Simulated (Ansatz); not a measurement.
Two structures of Si2H8, closed shell, reached by relaxing down either side of one saddle point (PBE0-D4/def2-TZVP). Energies are electronic, without zero-point energy. Program: Ansatz 0.2.0. Basis: def2-TZVPP and def2-QZVPP. Cores are frozen in the correlated methods. Extrapolation: Hartree–Fock as exp(−7.88 √X), correlation as X^−2.97. First:

```
atom    x (Å)    y (Å)    z (Å)
 Si1  -1.2514  -0.7662  -0.0865
 Si2  -0.0818   1.2587  -0.0531
  H3  -0.3084  -1.9166  -0.0742
  H4  -2.1387  -0.8674   1.1032
  H5  -2.0891  -0.8538  -1.3129
  H6   2.8640  -0.6857   0.3947
  H7   2.4878  -1.2889   0.1671
  H8   0.7238   1.3735   1.1919
  H9   0.8316   1.3490  -1.2235
 H10  -1.0379   2.3974  -0.1067
```

Second:

```xyz
10
angstrom
Si -0.6786 -1.9121 -0.1352
Si -0.1708 1.8539 -0.0424
H -0.6187 -3.3855 -0.3266
H -1.1944 -1.6151 1.2239
H -1.5670 -1.3154 -1.1619
H 1.4984 1.6476 0.6131
H 0.6937 -1.3585 -0.2794
H 0.9979 1.1082 0.9907
H 0.7490 1.7369 -1.2396
H 0.2905 3.2401 0.3575
```

Question: Which bonds change from the first to the second?

Answer: Si₂H₆ ([SiH3][SiH3]) + H₂ → SiH₄ ([H][H][SiH2]) + SiH₄; bonds formed: Si1–H7, Si2–H6, H6–H8; bonds broken: Si1–Si2, H6–H7; bonds weakened to dative contacts: Si2–H8.

Question: Give the saddle point's structure and its height above each. (Judge from chemistry; the value comes from the calculation.)

Answer: By the calculation: 3.494 eV above the first and 1.397 eV above the second (CCSD(T) at an estimated basis limit (MP2 extrapolated from triple and quadruple zeta, plus CCSD(T) − MP2 in triple zeta)).
| atom | x (Å) | y (Å) | z (Å) |
| --- | --- | --- | --- |
| Si1 | -0.6324 | -1.2260 | -0.0838 |
| Si2 | -0.1517 | 1.4247 | -0.0915 |
| H3 | -0.1523 | -2.6090 | -0.4206 |
| H4 | -1.1538 | -1.2781 | 1.3037 |
| H5 | -1.7031 | -1.0197 | -1.0966 |
| H6 | 1.2710 | 0.1636 | 0.5644 |
| H7 | 0.9376 | -0.7680 | -0.0085 |
| H8 | 1.0944 | 0.9689 | 0.9825 |
| H9 | 0.7737 | 1.4207 | -1.2803 |
| H10 | -0.2835 | 2.9230 | 0.1306 |

T1 diagnostic: at most 0.015.

Labels in which every atom is bracketed show which atoms are joined, not bond orders.

For scale, one of the runs: CCSD(T)/def2-TZVPP, 196 basis functions, launched by `ansatz run in.yaml --threads 2 --pin off --events-out ev --progress --plain --max-ram 4352MiB`. Hardware: 2 CPU threads of an Arm Neoverse V2, shared host. Wall time 27 s; peak host memory 2 GiB.
